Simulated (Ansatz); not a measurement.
Input file:

```yaml
crystal:
  periodic: [false, false, false]
  atoms:
    - {symbol: Al, position_ang: [0.000000, 0.000000, 0.000000]}
    - {symbol: N, position_ang: [0.000000, 0.000000, 1.772000]}
basis:
  gaussian: {orbitals: aug-cc-pVDZ}
total_charge: -1
magnetization: {spin_polarized: true, initial_magnetization: 1}
hamiltonian: {xc: {name: CAM-B3LYP}}
```

```sh
$ ansatz run in.yaml --threads 1 --pin off --events-out ev --progress --plain --max-ram 2393MiB
```

Task: Roughly how long does this take on 1 thread of Arm Neoverse N1, shared host, and how much host memory?

Result: 11 s wall and 0.16 GiB.

```
  # Exact exchange under (alpha + beta erf(omega r))/r, Becke's under what is left of 1/r.
503 factors; integrals over basis functions are off by at most 7.8e-4 eV
228 factors; integrals over basis functions are off by at most 9.3e-6 eV
mean field evaluation 1: about -8083.7708 eV, gradient 4.4e0 eV
mean field evaluation 2: about -8083.9980 eV, gradient 3.7e0 eV
mean field evaluation 4: about -8084.1053 eV, gradient 5.1e-1 eV
mean field evaluation 8: about -8084.1181 eV, gradient 6.1e-2 eV
mean field evaluation 16: about -8084.1186 eV, gradient 4.1e-4 eV
mean field evaluation 32: about -8084.2961 eV, gradient 5.5e-3 eV
mean field evaluation 64: about -8084.2410 eV, gradient 1.1e0 eV
mean field -8084.29613662 eV, -297.0924032879 hartree, gradient 2.0e-6 eV, S^2 0.768666; 7 other end points of the search recorded, 0 dependent functions left out
reference -8084.29622208 eV, -297.0924064288 hartree; 11, 10 occupied and 39, 40 virtual orbitals, 503 factors
Total energy: -8084.29622208 eV, -297.0924064288 hartree
```
